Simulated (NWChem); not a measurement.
**Basis-set convergence for nitrogen (N$_{2}$)**

```xyz
2

N      0.0000     0.0000     0.5489
N      0.0000     0.0000    -0.5489
```
Charge 0, spin multiplicity 1.

Everything below was run with NWChem. Structure: optimised with PBE0/def2-SVP, a minimum by its harmonic frequencies.

Quantity: LUMO energy at the level B3LYP.

B3LYP has NWChem's definition, with VWN1-RPA local correlation.

```tsv
basis	functions	LUMO energy (eV)
STO-3G	10	1.43
3-21G	18	-0.27
pcseg-1	28	-0.76
aug-cc-pVDZ	46	-1.00
aug-pcseg-1	46	-1.06
cc-pVTZ	60	-0.77
def2-TZVPP	62	-0.91
def2-TZVP	62	-0.91
aug-cc-pVTZ	92	-1.02
def2-QZVP	114	-0.94
```

Smallest basis within 0.1 eV of def2-QZVP, the largest set run: aug-cc-pVDZ, with 46 functions against 114 (also within reach: def2-TZVPP, def2-TZVP, aug-cc-pVTZ). def2-QZVP isn't the basis-set limit itself, and a small set can land close by cancellation.
